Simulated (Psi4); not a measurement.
# C2H4ClF (SMILES FCCCl) at OMP2/6-311+G(d,p) (density fitting for correlation)

What is the vertical electron affinity of C2H4ClF at OMP2/6-311+G** (density fitting for correlation)? 

Program for the calculation: Psi4 1.11.

1 further run of the same task is left out (it didn't finish).

### 1 Starting point

C2H4ClF: 8 atoms, total charge 0, spin state singlet. As SMILES, `FCCCl`. The shape is that of a PBE0-D4/def2-TZVP optimisation. This is one conformer, not always the lowest.

Bond lengths: F1–C2 1.375 Å, C2–C3 1.501 Å, C3–Cl4 1.778 Å, C2–H5 1.093 Å, C2–H6 1.096 Å, C3–H7 1.090 Å, C3–H8 1.091 Å. Some angles: F1–C2–C3 110.9°, C2–C3–Cl4 112.2°, F1–C2–H5 108.3°, F1–C2–H6 108.0°, C3–C2–H5 111.2°, C3–C2–H6 109.0°, C2–C3–H7 110.7°, C2–C3–H8 109.7°, Cl4–C3–H7 107.4°, Cl4–C3–H8 107.5°.

### 2 A single-point energy at OMP2/6-311+G(d,p) (density fitting for correlation)

input.in

```
memory 1.6 GB

molecule {
  0 1
  F     -1.336980     0.498150     1.030500
  C     -0.143560     0.671020     0.368890
  C      0.300450    -0.609920    -0.275720
  Cl    -0.759330    -1.087620    -1.620890
  H     -0.273910     1.462220    -0.374180
  H      0.609620     0.981160     1.102570
  H      0.296790    -1.425630     0.446820
  H      1.306920    -0.489380    -0.677980
  units angstrom
  symmetry c1
  no_reorient
  no_com
}

set globals {
  puream          true
  e_convergence   1e-09
  d_convergence   1e-08
  scf_type        pk
  num_frozen_docc 8
}

e_tot, wfn = energy('omp2/6-311+G**', return_wfn=True)
print_variables()
```

On the command line:

```
$ psi4 -n 1 input.in input.out
```

input.out:

```text
[...]
  Running in c1 symmetry.
[...]
  Nuclear repulsion =  161.672007380544187
[...]
  Multiplicity = 1
[...]
  Nalpha       = 21
  Nbeta        = 21
[...]
    Number of basis functions: 120
[...]
   @RHF iter   1:  -636.99321303044394   -4.16763e-01   2.75499e-03 DIIS/ADIIS
[...]
   @RHF iter  11:  -637.05699988164656   -1.19371e-11   7.46851e-09 DIIS
[...]
    Orbital Energies [Eh]
    ---------------------
    Doubly Occupied:
       1A   -104.829907     2A    -26.291655     3A    -11.331995
       4A    -11.309120     5A    -10.556701     6A     -8.024996
       7A     -8.022065     8A     -8.021994     9A     -1.606736
      10A     -1.154588    11A     -1.015841    12A     -0.865558
      13A     -0.724663    14A     -0.721474    15A     -0.682178
      16A     -0.618052    17A     -0.586872    18A     -0.549430
      19A     -0.517232    20A     -0.444025    21A     -0.442777
[...]
  @RHF Final Energy:  -637.05699988164656
   => Energetics <=
    Nuclear Repulsion Energy =            161.6720073805441871
    One-Electron Energy =               -1200.8222979092570313
    Two-Electron Energy =                 402.0932906470664534
    Total Energy =                       -637.0569998816465613
[...]
 Multipole Moments:
 ------------------------------------------------------------------------------------
     Multipole            Electronic (a.u.)      Nuclear  (a.u.)        Total (a.u.)
 ------------------------------------------------------------------------------------
 L = 1.  Multiply by 2.5417464519 to convert [e a0] to [Debye]
 Dipole X            :         42.8893397          -41.6886244            1.2007152
 Dipole Y            :         25.0861251          -24.7766150            0.3095101
 Dipole Z            :         32.7829135          -32.5493609            0.2335526
 Magnitude           :                                                    1.2617687
[...]
	Warning: cc_lambda option is changed to TRUE
	For this residual convergence, default PCG convergence is:     1.00e-07
[...]
	DF-MP2 Total Energy (a.u.)         :  -637.70083400959754
[...]
	DF-MP2 Total Energy (a.u.)         :  -637.70873469393791
[...]
	DF-OMP2 Total Energy (a.u.)        :  -637.70873469394235
[...]
```

Run time: 1.8 min. Hardware: 1 thread of Intel Xeon Platinum 8488C (Sapphire Rapids), shared host; peak memory 0.58 GiB.

### 3 The doublet anion at the same level

run_ase.py

```python
import numpy as np
from ase.calculators.psi4 import Psi4
from ase import Atoms

atoms = Atoms(['F', 'C', 'C', 'Cl', 'H', 'H', 'H', 'H'], positions=[
    [-1.336980, 0.498150, 1.030500],
    [-0.143560, 0.671020, 0.368890],
    [0.300450, -0.609920, -0.275720],
    [-0.759330, -1.087620, -1.620890],
    [-0.273910, 1.462220, -0.374180],
    [0.609620, 0.981160, 1.102570],
    [0.296790, -1.425630, 0.446820],
    [1.306920, -0.489380, -0.677980],
])
calc = Psi4(atoms=atoms, method='omp2', basis='6-311+G**', memory='1600MB', num_threads=1, charge=-1, multiplicity=2, label='calc', reference='uhf')
calc.psi4.set_options({'puream': True, 'e_convergence': 1e-09, 'd_convergence': 1e-08, 'scf_type': 'pk', 'num_frozen_docc': 8, 'maxiter': 100})
atoms.calc = calc

print(f'energy: {atoms.get_potential_energy():.6f} eV')
```

On the command line:

```
$ python run_ase.py
```

calc.dat:

```text
[...]
  Running in c1 symmetry.
[...]
  Nuclear repulsion =  161.672007380544159
[...]
  Multiplicity = 2
[...]
  Nalpha       = 22
  Nbeta        = 21
[...]
    Number of basis functions: 120
[...]
   @UHF iter   1:  -636.78005014890164   -2.03600e-01   4.01510e-03 ADIIS/DIIS
[...]
   @UHF iter  24:  -636.99705387620281   -3.59250e-11   9.97912e-09 DIIS
[...]
   @S^2 Observed:                7.504587847E-01
[...]
    Orbital Energies [Eh]
    ---------------------
    Alpha Occupied:
       1A   -104.688758     2A    -26.144913     3A    -11.167376
       4A    -11.144731     5A    -10.415948     6A     -7.884318
       7A     -7.881550     8A     -7.881477     9A     -1.460949
      10A     -1.007120    11A     -0.861618    12A     -0.711185
      13A     -0.573362    14A     -0.570538    15A     -0.532494
      16A     -0.460459    17A     -0.436034    18A     -0.398075
      19A     -0.362676    20A     -0.302932    21A     -0.301168
      22A      0.055258
    Alpha Virtual:
      23A      0.190069    24A      0.193761    25A      0.214775
[...]
  @UHF Final Energy:  -636.99705387620281
   => Energetics <=
    Nuclear Repulsion Energy =            161.6720073805441587
    One-Electron Energy =               -1207.0447016508535398
    Two-Electron Energy =                 408.3756403941067106
    Total Energy =                       -636.9970538762026990
  UHF NO Occupations:
  HONO-2 :   20  A 1.9999548
  HONO-1 :   21  A 1.9998960
[...]
 Multipole Moments:
 ------------------------------------------------------------------------------------
     Multipole            Electronic (a.u.)      Nuclear  (a.u.)        Total (a.u.)
 ------------------------------------------------------------------------------------
 L = 1.  Multiply by 2.5417464519 to convert [e a0] to [Debye]
 Dipole X            :         -7.7562274            4.8841857           -2.8720416
 Dipole Y            :         -2.0847573            1.6507187           -0.4340386
 Dipole Z            :         -3.1377863            1.7961689           -1.3416174
 Magnitude           :                                                    3.1995234
[...]
	Warning: cc_lambda option is changed to TRUE
	For this residual convergence, default PCG convergence is:     1.00e-07
[...]
	DF-SCS-MP2 Total Energy (a.u.)     :  -637.63433409214315
	DF-SOS-MP2 Total Energy (a.u.)     :  -637.62761984835981
[...]
	DF-SCS-OMP2 Total Energy (a.u.)    :  -637.64130934974241
	DF-SOS-OMP2 Total Energy (a.u.)    :  -637.58362083045438
	DF-SCS(N)-OMP2 Total Energy (a.u.) :  -637.29153285771747
[...]
	DF-OMP2 Total Energy (a.u.)        :  -637.65723916252841
[...]
```

On the terminal:

```text
energy: -17351.537286 eV
```

Run time: 5 min. Hardware: 1 thread of Intel Xeon Platinum 8488C (Sapphire Rapids), shared host; peak memory 0.6 GiB.

### 4 Summary of results

At OMP2/6-311+G** (density fitting for correlation), 8 core orbitals frozen:

| quantity | value |
| --- | --- |
| singlet C2H4ClF: total energy | -637.70873 Eh |
| singlet C2H4ClF: HOMO energy (Hartree–Fock orbitals) | -12.05 eV |
| singlet C2H4ClF: LUMO energy (Hartree–Fock orbitals) | 1.75 eV |
| singlet C2H4ClF: HOMO–LUMO gap (Hartree–Fock orbitals) | 13.79 eV |
| singlet C2H4ClF: correlation energy (8 core orbitals frozen) | -651.7 mEh |
| doublet anion: total energy | -637.65724 Eh |
| doublet anion: HOMO energy (Hartree–Fock orbitals) (highest over α and β) | 1.50 eV |
| doublet anion: LUMO energy (Hartree–Fock orbitals) (lowest over α and β) | 5.17 eV |
| doublet anion: correlation energy (8 core orbitals frozen) | -660.2 mEh |
| doublet anion: ⟨S²⟩ of the reference determinant | 0.750 |
| vertical electron affinity (to the doublet anion) | -1.401 eV |

The anion lies 1.40 eV (135 kJ/mol) above the neutral: the electron isn't bound at this level, and such a value depends on the basis. The HOMO (doublet anion) lies at positive energy, 1.50 eV: the electron is unbound at this level or held by a compact basis; values depend on the basis.
